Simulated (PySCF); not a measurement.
# PF3: calculation against experiment

**The experiment to reproduce.**

NIST CCCBDB Release 22 (SRD 101), experimental dipoles lists, for the gas: dipole moment (microwave Stark effect) 1.03 D.

The runs below try to reproduce these values; the comparison stands at the end.

Species: PF3.
Atom-mapped SMILES: `[F:1][P:2]([F:3])[F:4]`

Structure used (PBE0-D3(BJ)/def2-SVP), in Å, numbered top down from 1:
```
atom  x, y, z in Å
F1    -0.636   -1.201    0.309
P2     0.459   -0.226   -0.322
F3    -0.553    0.800   -1.008
F4     0.753    0.627    0.995
```

Runs made with PySCF (gas phase, on this PBE0-D3(BJ)/def2-SVP geometry; no spin–orbit coupling):

| level | job | basis functions | wall time |
| --- | --- | --- | --- |
| PBE0-D3(BJ)/def2-SVP, grid level 1 | geometry optimisation from a GFN2-xTB start | 60 | 5.9 s |
| B3LYP/def2-SVPD | 10 singlets by full TDDFT, 4 Tamm–Dancoff triplets, polarisability, ΔSCF ions | 93 | 5.5 s |
| HF/def2-SVPD | 10 singlets by TDHF, 4 Tamm–Dancoff triplets, polarisability, ΔSCF ions | 93 | 1.5 s |
| LDA/def2-SVPD | 10 singlets by full TDDFT, 4 Tamm–Dancoff triplets, polarisability, ΔSCF ions | 93 | 8.0 s |
| PBE/def2-SVPD | 10 singlets by full TDDFT, 4 Tamm–Dancoff triplets, polarisability, ΔSCF ions | 93 | 11 s |
| B3LYP/6-31G* | spin–spin couplings from 4 perturbed nuclei | 60 | 2.1 s |
| B3LYP/aug-cc-pVTZ-J | spin–spin couplings from 4 perturbed nuclei | 206 | 10 s |
| B3LYP/cc-pVTZ | spin–spin couplings from 4 perturbed nuclei | 124 | 5.0 s |
| B3LYP/def2-TZVP | spin–spin couplings from 4 perturbed nuclei | 130 | 5.1 s |

Hardware: one thread of an Arm Neoverse V2, no GPU (shared host).

All basis functions are spherical.

**Comparison with experiment**

**Dipole moment.** Measured: 1.03 D (NIST CCCBDB Release 22 (SRD 101), experimental dipoles).

```csv
level,computed (D),computed − measured (D),% (from the printed values)
PBE0-D3(BJ)/def2-SVP,1.30,+0.27,+26
B3LYP/def2-SVPD,1.33,+0.30,+29
HF/def2-SVPD,1.54,+0.51,+50
LDA/def2-SVPD,1.17,+0.14,+14
PBE/def2-SVPD,1.14,+0.11,+11
B3LYP/6-31G*,1.17,+0.14,+14
B3LYP/aug-cc-pVTZ-J,1.24,+0.21,+20
B3LYP/cc-pVTZ,1.22,+0.19,+18
B3LYP/def2-TZVP,1.26,+0.23,+22
```

Closest is PBE/def2-SVPD (+0.11 D), furthest HF/def2-SVPD (+0.51 D); one molecule doesn't rank methods. All 9 levels lie above the measurement. The computed dipoles belong to one fixed geometry; measured ones are averaged over vibrations unless marked μe. Magnitudes are compared, not signs.

The geometry is computed, not the measured one. Where a level misses, the cause wasn't examined.
